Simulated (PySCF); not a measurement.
Where the electron goes

N-allylmethylamine, C4H9N.
Z-matrix (Å and degrees, GFN2-xTB geometry), rows numbered from 1:
```
C 
C   1  1.3197
C   2  1.5031  1  123.99
N   3  1.4564  2  114.65  1  -113.32
C   4  1.4483  3  114.94  2   -69.42
H   1  1.0773  2  122.19  3   178.64
H   1  1.0784  2  121.57  3    -2.07
H   2  1.0824  1  120.23  3  -178.00
H   3  1.0939  2  109.55  1     7.19
H   3  1.0953  2  109.67  1   126.09
H   4  1.0162  3  109.32  2    54.83
H   5  1.0895  4  108.43  3  -174.33
H   5  1.0992  4  114.69  3    64.57
H   5  1.0904  4  108.43  3   -56.77
```

Computed, not measured: PySCF 2.14.0, density-fitted response routines, TDDFT wB97X-D/def2-SVPD, vertical, gas phase, core orbitals frozen in the response.

Kohn–Sham orbitals with the atoms that hold most of them (Löwdin shares over 4%, at most four atoms; ? is withheld):

```csv
orbital,ε (eV),atoms
LUMO+2,2.96,"C1 21%, C5 15%, H7 14%, H6 7%"
LUMO+1,2.58,"C1 21%, C5 16%, C2 15%, C3 6%"
LUMO,1.98,?
HOMO,-8.24,?
HOMO-1,-9.68,"C1 36%, C2 36%, C3 9%"
HOMO-2,-11.89,"C3 23%, C2 18%, H9 13%, H8 10%"
HOMO-3,-12.15,"C1 19%, C3 18%, C5 12%, H6 9%"
```

(1) Which atoms hold the HOMO, and with what shares?

(2) Which atoms hold the LUMO, and with what shares?

(3) How does S1 compare with the orbital gap of 10.22 eV?

(4) One configuration dominates each of S1, S2 and S6. Which, and how do the shares of the two leading atoms of either orbital change from the occupied to the empty one?

Answers

(1) N4 (bonded to 2 C and H) 57%; C5 (bonded to N and 3 H) 10%; C2 (bonded to 2 C and H) 7%; C3 (bonded to C, N and 2 H) 7%. By element: nitrogen 57%, carbon 24% or more.

(2) C1 (bonded to C and 2 H) 33%; C2 (bonded to 2 C and H) 30%; C3 (bonded to C, N and 2 H) 6%; H7 (bonded to C) 6%. By element: carbon 68% or more, hydrogen 6% or more.

(3) S1 is at 5.85 eV (f = 0.040), 4.37 eV below the gap, made of HOMO→LUMO (94%). Without the coupling terms of the response equations the lowest excitation would equal the gap.

(4) 
- S1 (5.85 eV, f 0.040), HOMO→LUMO (94%): N4 57% → at most 6%, C5 10% → at most 6%, C1 at most 7% → 33%, C2 7% → 30%
- S2 (6.56 eV, f 0.0045), HOMO→LUMO+1 (74%): N4 57% → at most 7%, C5 10% → 16%, C1 at most 7% → 21%
- S6 (7.66 eV, f 0.429), HOMO-1→LUMO (89%): C1 36% → 33%, C2 36% → 30%

Löwdin shares depend on the basis, the more so with diffuse functions.

Hardware: an Arm Neoverse V1 with one thread, no GPU, shared host. Cost: 20 s wall.

One conformer stands for the species.
